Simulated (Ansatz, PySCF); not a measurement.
Species: CHN, charge 0, singlet. CHN (SMILES [C-]#[NH+]).
B3LYP-D3(BJ)/def2-TZVP minimum from Ansatz (a quantum-chemistry and plane-wave program):
```
N
C 1 1.1640
H 1 0.9974 2 180.00
```

Total energies in hartree (Ansatz). UHF or UKS for unpaired electrons; spin-orbit terms are left out. Cores are frozen in correlated methods. No relativity. Where a partner has so few electrons that a lower coupled-cluster level is exact, that level stands in.

```csv
species,HF/cc-pVTZ,CCSD(T)/cc-pVTZ,HF/cc-pVQZ,CCSD(T)/cc-pVQZ,CCSDT(Q)/cc-pVQZ
"1: CHN (methanidylidyneazanium, SMILES [C-]#[NH+])",-92.89264,-93.25116,-92.89921,-93.27754,-93.27877
2: C (triplet),-37.69157,-37.78076,-37.69331,-37.78654,-37.78704
3: N (quartet),-54.40069,-54.51471,-54.40372,-54.52482,-54.52521
4: H (doublet),-0.49981,-0.49981,-0.49995,-0.49995,-0.49995
```

### Question
Work out the enthalpy of formation at 298 K (by atomisation, with ideal-gas terms from PySCF's Hessian at B3LYP-D3(BJ)/def2-TZVP and the atoms' measured values of the G2/97 table; no spin-orbit terms) in kcal/mol: take Hartree-Fock from cc-pVQZ, extrapolate the CCSD(T) correlation energy as X^-3 (X = 3, 4), and add CCSDT(Q) - CCSD(T) in cc-pVQZ. The further terms named in the bracket sum to +0.54818 hartree. 1 hartree = 627.51 kcal/mol.

### Answer

Species 1: correlation (64·(-0.37833) - 27·(-0.35852))/37 = -0.39279; step -0.00123; E1 = -92.89921 + (-0.39279) + (-0.00123) = -93.29323
Species 2: correlation (64·(-0.09323) - 27·(-0.08919))/37 = -0.09618; step -0.00050; E2 = -37.69331 + (-0.09618) + (-0.00050) = -37.78999
Species 3: correlation (64·(-0.12110) - 27·(-0.11402))/37 = -0.12627; step -0.00039; E3 = -54.40372 + (-0.12627) + (-0.00039) = -54.53038
Species 4: correlation (64·(0.00000) - 27·(0.00000))/37 = 0.00000; step +0.00000; E4 = -0.49995 + (0.00000) + (+0.00000) = -0.49995
+1·E1 -1·E2 -1·E3 -1·E4 +0.54818 = 0.07527 hartree = 47.2 kcal/mol. Measured: 45.9 kcal/mol, 192.0 kJ/mol (Active Thermochemical Tables 1.112 (ions: stationary electron), as tabulated in the package chemicals); atomic spin-orbit terms, which the calculations lack, would raise the computed values. The composite differs from it by +1.4 kcal/mol; core, relativistic and spin-orbit terms are not in it.
